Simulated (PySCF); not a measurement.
These compounds are isomers of formula C4H3FO.

A. `F[C@@H]1C(=O)C=C1`
B. `CC#CC(=O)F`
C. `InChI=1S/C4H3FO/c5-4-2-1-3-6-4/h1-3H`

Spectrum 1. 1H NMR (400 MHz, computed): δ 2.28 (d, J = 2.1 Hz, 3H). 13C{1H} NMR (computed): δ 150.7 (C, d, J = 379.1 Hz), 100.3 (C, d, J = 11.3 Hz), 74.2 (C, d, J = 106.1 Hz), 4.8 (CH3).

Spectrum 2. 1H NMR (400 MHz, computed): δ 6.97 (dd, J = 2.6, 1.9 Hz, 1H), 6.62 (ddd, J = 4.3, 2.7, 2.6 Hz, 1H), 5.74 (dd, J = 7.8, 4.3 Hz, 1H). 13C{1H} NMR (computed): δ 168.8 (C, d, J = 353.7 Hz), 136.1 (CH), 118.2 (CH, d, J = 2.1 Hz), 89.5 (CH, d, J = 10.8 Hz).

Spectrum 3. 1H NMR (400 MHz, computed): δ 8.86 (dd, J = 3.2, 1.0 Hz, 1H), 6.76 (ddd, J = 5.2, 3.2, 1.0 Hz, 1H), 6.08 (dt, J = 63.0, 1.0 Hz, 1H). 13C{1H} NMR (computed): δ 188.7 (C, d, J = 16.4 Hz), 176.5 (CH, d, J = 17.5 Hz), 156.1 (CH, d, J = 15.8 Hz), 106.8 (CH, d, J = 284.1 Hz).

[PySCF 2.14: spin–spin couplings from B3LYP/pcJ-1; GFN2-xTB geometry; NMR shieldings at PBE0/pcSseg-1/GIAO; isolated molecule; fast rotation and ring inversion assumed for equivalent nuclei; relativity neglected; one conformer]

δ = σ(ref) − σ, references computed at the same level: 1H and 13C vs TMS. Multiplet labels drop J under 1 Hz and among equivalent protons, and merge close values. Unscaled 3J(H,H) run several per cent high. One-bond C–F couplings are unscaled and too large by tens of Hz. Shifts are as computed. Against solution values, carbons near 30 ppm lie about +3 ppm off and those near 130 ppm about +5 ppm. Of 1211 compounds with measured shifts, 218 miss one by over three times the rms of a fit or turn the order of signals round; such compounds aren't used in these exercises.

Which spectrum belongs to which compound?

Answers

1–B, 2–C, 3–A.

- Spectrum 1 (B): 4 13C signals; δC 100.3 is an alkyne carbon; δC 74.2 is an alkyne carbon.
- Spectrum 2 (C): 4 13C signals; δC 168.8 is an aromatic carbon bearing fluorine; δH 6.97 is the hydrogen on an aromatic CH next to the ring oxygen.
- Spectrum 3 (A): 4 13C signals; δC 188.7 is a ketone carbonyl carbon; δC 176.5 is a β carbon of a C=C–C=O unit.
